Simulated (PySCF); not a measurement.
Computed with PySCF and rigid-rotor harmonic-oscillator thermochemistry at 1 bar. 'Table' is the NASA 1993 thermochemical table (part measured, part estimated). 6-31G* has spherical d functions here. Open shells (unrestricted): PO (multiplicity 2, electronic degeneracy 4). Spin-orbit splitting is ignored; it lowers the true energy and changes the entropy of PO. The harmonic model lacks anharmonicity and excited electronic states, which grow with temperature; levels with a mode under 35 cm⁻¹ are left out. The table's entry may be an old estimate for PO (not checked at source).

Harmonic frequencies at HF/6-31G* (cm⁻¹): 1403. Point group C∞v; S°(298 K) = 223.5 J/mol/K at this level.

**Question.** Work out Cp and S° of gaseous PO at 500, 800, 1200, 1600, 2000 K from these, and set them beside the table.

**Answer.** 
```tsv
T (K)	Cp HF/6-31G*	Cp table	S° HF/6-31G*	S° table
500	31.6	33.2	239.2	239.5
800	34.1	35.2	254.7	255.6
1200	35.7	36.4	268.8	270.1
1600	36.4	37.0	279.2	280.7
2000	36.7	37.4	287.4	289.0
```
Units J/mol/K.
